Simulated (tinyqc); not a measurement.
Ways to converge the cycle: SCF convergence aids in the sto-3g basis, for H2O, spin multiplicity 3. Computed by the program tinyqc with PySCF. UHF with one setting changed at a time; a run stops when the energy changes by less than 1e-09 hartree and the error matrix is below 1e-5. The start is random orbitals. Damping d keeps d of the old density; a shift (hartree) raises the virtual levels; DIIS n extrapolates F over n matrices.

Geometry (angstrom):
```
atom       x        y       z
O     0.0000   0.0000  0.0000
H     0.0000   0.9050  0.8680
H     0.0000  -0.9050  0.8680
```

lowest solution found by these runs and by PySCF with stability checks = -74.710703 hartree

Largest element of the error matrix X^T (FDS - SDF) X:
```
iteration    plain  damping 0.3  damping 0.6  shift 0.4   DIIS 3   DIIS 8
1          7.6e+00      7.6e+00      7.6e+00    7.6e+00  7.6e+00  7.6e+00
2          2.6e-01      2.1e+00      4.3e+00    2.4e-01  2.6e-01  2.6e-01
3          5.8e-02      6.3e-01      2.5e+00    1.3e-01  5.9e-02  5.9e-02
4          2.4e-02      2.0e-01      1.5e+00    5.9e-02  2.2e-02  2.2e-02
5          1.8e-02      6.1e-02      9.0e-01    3.9e-02  1.8e-02  1.8e-02
6          1.8e-02      2.1e-02      5.5e-01    2.9e-02  1.8e-02  1.9e-02
8          1.9e-02      2.1e-02      2.0e-01    2.3e-02  2.0e-02  1.7e-02
10         2.2e-02      2.1e-02      7.3e-02    2.0e-02  9.7e-03  8.1e-03
14         2.7e-02      2.3e-02      2.2e-02    1.4e-02  7.0e-03  1.4e-03
20         2.5e-02      2.7e-02      2.3e-02    1.6e-02  5.5e-03  2.7e-05
30         1.1e-02      2.2e-02      2.7e-02    2.6e-02  2.7e-03        -
45         2.1e-03      8.5e-03      2.5e-02    2.1e-02  3.4e-04        -
60         4.0e-04      2.7e-03      1.6e-02    9.0e-03  8.3e-05        -
```

How each run ends:
```
run          iterations  E (hartree)                                                        state
plain               >60    -74.71070  falls steadily but slowly, by a factor of about 0.89 a step
damping 0.3         >60    -74.71049  falls steadily but slowly, by a factor of about 0.93 a step
damping 0.6         >60    -74.70247  falls steadily but slowly, by a factor of about 0.97 a step
shift 0.4           >60    -74.70847  falls steadily but slowly, by a factor of about 0.94 a step
DIIS 3              >60    -74.63586                                      wanders without falling
DIIS 8               23    -74.63586                                                       higher
```

What does the comparison show, and why?

No run reaches the lowest solution found. Ending on a higher stationary point: DIIS 8; a small error matrix cannot reveal that, and an occupation fixed by the start is kept by symmetry or by the shape of the basin. Not converged: plain, damping 0.3, damping 0.6, shift 0.4, DIIS 3. DIIS 8 gains by cancelling the error over several earlier matrices, much as a quasi-Newton step does. DIIS minimises the error, not the energy, so it can stall or settle near a saddle, and its small system turns near-singular when few rotations are active.
